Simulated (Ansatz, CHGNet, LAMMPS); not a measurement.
How well does each level of theory give the elastic constant C44 of cubic perovskite SrTiO₃ (cubic form, which distorts at low temperature)?

Reference value: 124 GPa (measured, 273 K, not corrected to a static lattice; as tabulated in Frostenson et al. (2021), arXiv:2109.07393).

Task: What do ionic model pedone2006, CHGNet-r²SCAN, LDA, PBE, r²SCAN, HSE06, PBE0 give, and how far is each from the reference?

Result: 
```json
[
 {"level (code)": "ionic model pedone2006 (rigid ions, LAMMPS)", "value (GPa)": "126", "cell (Å³/atom)": "12.07", "difference (%)": "+1.6"},
 {"level (code)": "CHGNet-r²SCAN (CHGNet)", "value (GPa)": "76.5", "cell (Å³/atom)": "11.99", "difference (%)": "-38"},
 {"level (code)": "LDA (Ansatz)", "value (GPa)": "119", "cell (Å³/atom)": "11.45", "difference (%)": "-4.0"},
 {"level (code)": "PBE (Ansatz)", "value (GPa)": "110", "cell (Å³/atom)": "12.20", "difference (%)": "-11.3"},
 {"level (code)": "r²SCAN (Ansatz)", "value (GPa)": "122", "cell (Å³/atom)": "11.93", "difference (%)": "-1.6"},
 {"level (code)": "HSE06 (Ansatz)", "value (GPa)": "126", "cell (Å³/atom)": "11.81", "difference (%)": "+1.6"},
 {"level (code)": "PBE0 (Ansatz)", "value (GPa)": "127", "cell (Å³/atom)": "11.81", "difference (%)": "+2.4"}
]
```

Leaving aside ionic model pedone2006, which can be fitted to such values or carry a doubt: The reference is not for a static lattice or low temperature, so close values are not ranked against it. Off by more than 25 % (a bound picked here): CHGNet-r²SCAN (-38 %).

The measured value isn't corrected to a static lattice, so vibrations enter the comparison. A static lattice is as a rule stiffer than a warm one, by over a tenth in soft solids.  Ionic model pedone2006, CHGNet-r²SCAN, LDA, PBE, r²SCAN, HSE06, PBE0: the relaxation could not lower the start's symmetry, so the cell can be a saddle point above a distorted one. Each level is taken at its own relaxed cell. Cutoffs differ between the levels. Ansatz's density-functional and Hartree–Fock values are scalar-relativistic unless marked +SOC, with PAW data made under PBE.

Empirical potentials (ionic model pedone2006) are fitted to chosen data, which need not cover the solid at hand: agreement can be built in, and what lay outside the fit can be far off. Machine-learned potentials (CHGNet-r²SCAN) are trained on DFT data, which may include these solids.

Differences are worked out from the printed values.

Ansatz is a first-principles code.
